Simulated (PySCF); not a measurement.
Dipole moment and polarisability of isobutane

Compound: isobutane, C4H10.
Structure used (GFN2-xTB), in Å, numbered top down from 1:
```xyz
14
C4H10 angstrom
C     -0.0345    1.3643   -0.6339
C      0.0300    0.1221    0.2512
C      1.2602   -0.7142   -0.0917
C     -1.2403   -0.7101    0.0952
H      0.8600    1.9709   -0.5101
H     -0.1130    1.0776   -1.6807
H     -0.8998    1.9725   -0.3795
H      0.1083    0.4432    1.2962
H      2.1692   -0.1309    0.0379
H      1.2122   -1.0495   -1.1258
H      1.3203   -1.5902    0.5506
H     -1.2062   -1.5867    0.7384
H     -2.1181   -0.1247    0.3599
H     -1.3490   -1.0445   -0.9347
```

Level: wB97X-D/def2-SVPD (PySCF), static field, nuclei fixed, core orbitals frozen in the response. The polarisability tensor in these axes (au):

```
x   53.19 -0.13 -0.42
y   -0.13 52.70 -1.72
z   -0.42 -1.72 47.65
```

Question: Give the principal values, the mean and the anisotropy Δα = √{½[(α1 − α2)² + (α2 − α3)² + (α1 − α3)²]}.

Answer: Principal values 47.09, 53.22 and 53.23 au; mean 51.18 au = 7.58 Å³ = 8.44 × 10⁻⁴⁰ C²·m²/J; Δα = 6.14 au (12 % of the mean).

Question: What is the dipole moment?

Answer: 0.13 D at this geometry.

Question: Traceless (Buckingham) quadrupole moment about the centre of nuclear charge: eigenvalues?

Answer: -0.38, -0.37, 0.75 D·Å. The values depend on the origin, since the dipole doesn't vanish. The electronic extent ⟨r²⟩ about the same centre is 350 bohr², a root-mean-square distance of 1.70 Å for the 34 electrons.

Question: Find the Langevin capture rate constant for O2+ (31.990 u) meeting this molecule (58.078 u), k = 2.342 × 10⁻⁹ cm³/s × √(α in Å³ / reduced mass in u).

Answer: The reduced mass is 20.63 u, so k = 1.42 × 10⁻⁹ cm³/s.

Question: Orientational against electronic polarisability at 400 K (dilute gas, rigid molecules)?

Answer: In Gaussian units μ²/3kT = 0.10 Å³ against 7.58 Å³, a ratio of 0.01; the Debye molar polarisation (4π/3)N_A(α + μ²/3kT) is 19.4 cm³/mol, leaving out the vibrational part.

Geometry: GFN2-xTB; no solvent, vibrations or thermal averaging.
